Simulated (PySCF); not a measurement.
## Frontier levels across methods

Ethyl cyanide, C3H5N.
Structure used (PBE0-D3(BJ)/def2-SVP), in Å, numbered top down from 1:
```
atom  x, y, z in Å
C1    -0.9633    0.2969   -0.0145
C2     0.3565   -0.3922   -0.3545
C3     1.4389   -0.0292    0.5536
N4     2.2830    0.2727    1.2854
H5    -1.7436   -0.0143   -0.7233
H6    -1.2956    0.0358    1.0004
H7    -0.8641    1.3903   -0.0687
H8     0.2444   -1.4884   -0.3253
H9     0.6766   -0.1410   -1.3788
```

Basis pcSseg-2 throughout (PySCF), one geometry. Isolated species at its PBE0-D3(BJ)/def2-SVP geometry, gas phase.

Q: How do the orbital energies, the gap and the dipole change with the method?

A: 
```json
{"method": "BLYP", "kind": "GGA", "HOMO (eV)": "-7.82", "LUMO (eV)": "-0.69", "gap (eV)": "7.13", "μ (D)": "4.08", "SCF cycles": "14"}
{"method": "B97-D", "kind": "GGA", "HOMO (eV)": "-7.91", "LUMO (eV)": "-0.60", "gap (eV)": "7.32", "μ (D)": "4.09", "SCF cycles": "14"}
{"method": "OPBE", "kind": "GGA", "HOMO (eV)": "-7.91", "LUMO (eV)": "-0.62", "gap (eV)": "7.29", "μ (D)": "4.06", "SCF cycles": "14"}
{"method": "KT2", "kind": "GGA", "HOMO (eV)": "-7.93", "LUMO (eV)": "-0.69", "gap (eV)": "7.24", "μ (D)": "4.06", "SCF cycles": "14"}
{"method": "PBE", "kind": "GGA", "HOMO (eV)": "-7.95", "LUMO (eV)": "-0.71", "gap (eV)": "7.24", "μ (D)": "4.09", "SCF cycles": "14"}
{"method": "KT3", "kind": "GGA", "HOMO (eV)": "-7.97", "LUMO (eV)": "-0.85", "gap (eV)": "7.12", "μ (D)": "4.03", "SCF cycles": "14"}
{"method": "BP86", "kind": "GGA", "HOMO (eV)": "-8.03", "LUMO (eV)": "-0.65", "gap (eV)": "7.39", "μ (D)": "4.10", "SCF cycles": "14"}
{"method": "LDA", "kind": "LDA", "HOMO (eV)": "-8.11", "LUMO (eV)": "-0.84", "gap (eV)": "7.26", "μ (D)": "4.19", "SCF cycles": "14"}
{"method": "B97-2", "kind": "global hybrid", "HOMO (eV)": "-9.02", "LUMO (eV)": "0.10", "gap (eV)": "9.12", "μ (D)": "4.15", "SCF cycles": "13"}
{"method": "B3LYP", "kind": "global hybrid", "HOMO (eV)": "-9.06", "LUMO (eV)": "-0.22", "gap (eV)": "8.84", "μ (D)": "4.16", "SCF cycles": "14"}
{"method": "PBE0", "kind": "global hybrid", "HOMO (eV)": "-9.29", "LUMO (eV)": "0.09", "gap (eV)": "9.38", "μ (D)": "4.17", "SCF cycles": "14"}
{"method": "mPW1PW91", "kind": "global hybrid", "HOMO (eV)": "-9.32", "LUMO (eV)": "0.05", "gap (eV)": "9.37", "μ (D)": "4.17", "SCF cycles": "14"}
{"method": "BHandHLYP", "kind": "global hybrid", "HOMO (eV)": "-10.52", "LUMO (eV)": "0.62", "gap (eV)": "11.14", "μ (D)": "4.25", "SCF cycles": "12"}
{"method": "CAM-B3LYP", "kind": "range-separated hybrid", "HOMO (eV)": "-10.74", "LUMO (eV)": "0.78", "gap (eV)": "11.52", "μ (D)": "4.20", "SCF cycles": "12"}
{"method": "wB97X-D", "kind": "range-separated hybrid", "HOMO (eV)": "-11.20", "LUMO (eV)": "1.81", "gap (eV)": "13.01", "μ (D)": "4.19", "SCF cycles": "13"}
{"method": "LC-wPBE", "kind": "range-separated hybrid", "HOMO (eV)": "-12.18", "LUMO (eV)": "1.94", "gap (eV)": "14.12", "μ (D)": "4.20", "SCF cycles": "13"}
{"method": "HF", "kind": "Hartree–Fock", "HOMO (eV)": "-12.40", "LUMO (eV)": "2.23", "gap (eV)": "14.64", "μ (D)": "4.38", "SCF cycles": "10"}
```

The HOMO spans 4.59 eV, from BLYP down to HF, and the gap runs from 7.12 eV (KT3) to 14.64 eV (HF). Over the methods BLYP (0 %), B97-D (0 %), OPBE (0 %), KT2 (0 %), PBE (0 %), KT3 (0 %), BP86 (0 %), LDA (0 %), B97-2 (21 %), B3LYP (20 %), PBE0 (25 %), mPW1PW91 (25 %), BHandHLYP (50 %), HF (100 %), a straight line through the gap against the share of exact exchange rises by 0.75 eV for each 10 % (correlation coefficient 0.998). The dipole ranges from 4.03 D (KT3) to 4.38 D (HF). This basis has no diffuse functions.

Reference dipole: 4.01 D (measured, gas; NIST CCCBDB Release 22 (SRD 101), experimental dipoles); nearest here: KT3 (4.03 D).
